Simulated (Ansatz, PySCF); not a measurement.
Molecule: nitrogen trifluoride, NF₃, net charge 0, singlet state. 
Coordinates optimised at B3LYP-D3(BJ)/def2-TZVP (Ansatz, a program for electronic structure):
```xyz
4

N     -0.0011     0.0133     0.4825
F      0.0003     1.2327    -0.1591
F      1.0712    -0.6215    -0.1057
F     -1.0707    -0.6215    -0.1104
```
Charge 0, spin multiplicity 1.

Total electronic energies in hartree. Cores are frozen in the correlated levels unless marked. No spin-orbit coupling. Non-relativistic. Basis-set limits of correlation are two-point, X^-3; Hartree-Fock from the larger set.

```json
[
 {"level": "RI-HF/cc-pVTZ", "program": "Ansatz", "energy (Eh)": "-352.67358"},
 {"level": "BLYP-D3(BJ)/def2-TZVPD", "program": "Ansatz + dftd3", "energy (Eh)": "-354.24190"},
 {"level": "BP86-D4/def2-TZVPD", "program": "PySCF + dftd4", "energy (Eh)": "-354.26723"},
 {"level": "BP86/def2-TZVPD", "program": "PySCF", "energy (Eh)": "-354.26564"},
 {"level": "B3LYP-D3(BJ)/def2-TZVPD", "program": "Ansatz + dftd3", "energy (Eh)": "?"},
 {"level": "MN15-D3(BJ)/def2-TZVPD", "program": "PySCF + dftd3", "energy (Eh)": "?"},
 {"level": "B2GP-PLYP-D3(BJ)/def2-TZVPD", "program": "Ansatz + dftd3", "energy (Eh)": "?"},
 {"level": "SCS-MP2/cc-pVQZ", "program": "Ansatz", "energy (Eh)": "-353.73618"},
 {"level": "CCSD(T)/CBS(cc-pVTZ,cc-pVQZ)", "program": "Ansatz", "energy (Eh)": "-353.8540"}
]
```

**Question.** Some entries are withheld; supply them.

**Answer.** 
- B3LYP-D3(BJ)/def2-TZVPD, energy (Eh): -354.24907
- MN15-D3(BJ)/def2-TZVPD, energy (Eh): -353.94809
- B2GP-PLYP-D3(BJ)/def2-TZVPD, energy (Eh): -353.99158
